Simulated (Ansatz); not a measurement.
# Si2 (triplet): the correlation ladder at distance Si1–Si2 = 4.201 Å, 6-31G

Aim: climb from Hartree-Fock through coupled cluster and multireference methods for Si2 (triplet) at one geometry and basis, and see what each rung misses.

Program: Ansatz 0.2.0, Gaussian basis. Level of theory: 6-31G, core rule «outside noble gas», up to 10 orbitals frozen. These are calculated values, not measurements.

To be run: UHF; CCSD(T) on ROHF; CCSD(T) on UHF; BCCD(T) on ROHF; CISD; CCSDT(Q) on ROHF; CCSDT(Q) on UHF; CISDTQ; CCSDTQ on ROHF; CCSDTQ on UHF; CASSCF and MRCISD+Q, 4 electrons in 4 orbitals; CASSCF and NEVPT2, 4 electrons in 4 orbitals; CASSCF and MRCISD+Q, 8 electrons in 8 orbitals; CASSCF and NEVPT2, 8 electrons in 8 orbitals; Full CI.

27 further runs of the same task are left out: 17 that didn't finish, 10 set aside as unsound or not needed.

## 1. The geometry

The geometry derives from a PBE0/def2-TZVP stationary point (not a proven minimum). One bond is set to the value named and the two fragments are kept rigid.

2 atoms, charge 0, spin multiplicity 3.

Atoms are counted from 1 here; the program's logs count them from 0.

No contacts short enough for the rule that draws bonds.

## 2. UHF

File in.yaml:

```yaml
crystal:
  periodic: [false, false, false]
  atoms:
    - {symbol: Si, position_ang: [0.000000, 0.000000, 0.000000]}
    - {symbol: Si, position_ang: [0.000000, 0.000000, 4.201000]}
basis:
  gaussian: {orbitals: 6-31G}
magnetization: {spin_polarized: true, initial_magnetization: 2}
hamiltonian: {xc: hf}
output: {orbitals: {seedname: orbitals}}
```

Command:

```
> ansatz run in.yaml --threads 1 --pin off --events-out ev --progress --plain --max-ram 2393MiB
```

After this run come: CCSD(T) on ROHF; CCSD(T) on UHF; BCCD(T) on ROHF; CISD; CCSDT(Q) on ROHF; CCSDT(Q) on UHF; CISDTQ; CCSDTQ on ROHF; CCSDTQ on UHF; CASSCF and MRCISD+Q, 4 electrons in 4 orbitals; CASSCF and NEVPT2, 4 electrons in 4 orbitals; CASSCF and MRCISD+Q, 8 electrons in 8 orbitals; CASSCF and NEVPT2, 8 electrons in 8 orbitals; Full CI.

**Question.** What will the summary of the whole plan be? Wanted: FCI below the RHF energy; RMP2 from FCI; UMP2 from FCI; RCCSD from FCI; RCCSD(T) from FCI; UCCSD(T) from FCI; RCCSDT(Q) from FCI; UCCSDT(Q) from FCI; NEVPT2 pair from FCI.

As calculated:

| quantity | value |
| --- | --- |
| FCI below the RHF energy | -2.8136 eV |
| RMP2 from FCI | +1568.3 meV |
| UMP2 from FCI | +994.5 meV |
| RCCSD from FCI | +213.0 meV |
| RCCSD(T) from FCI | +22.5 meV |
| UCCSD(T) from FCI | +52.9 meV |
| RCCSDT(Q) from FCI | +29.9 meV |
| UCCSDT(Q) from FCI | -32.9 meV |
| NEVPT2 pair from FCI | +559.1 meV |
| MRCISD+Q pair from FCI | +17.9 meV |
| levels within 1 kcal/mol (43 meV) | RCCSD(T), BCCD(T), UCCSDT, RCCSDT(Q), UCCSDT(Q), RCCSDTQ, MRCISD+Q pair |
| T1 diagnostic | 0.032 |
| effectively unpaired electrons | 4.29 |

What this shows: RCCSD(T) misses by +22.5 meV, 0.8 % of the correlation energy. CCSD(T) misses by +22.5 meV on the restricted determinant and by +52.9 meV on the unrestricted one; the two need not hold the same state or core. UCCSDT, UCCSDT(Q) fall below full CI: unrestricted runs freeze a spin-polarised core, another one than full CI's, and coupled cluster isn't variational. The occupations show strong static correlation (4.3 unpaired electrons where one determinant has 2). Coupled cluster on one determinant still stays close here. Of the multireference levels listed MRCISD+Q pair comes nearest in total energy (+17.9 meV), which doesn't show that its space is the better one. Coupled cluster took another determinant than the lowest Hartree-Fock one. These misses are within one basis, not against nature; the frozen cores of restricted and unrestricted runs differ, which can shift their rows.
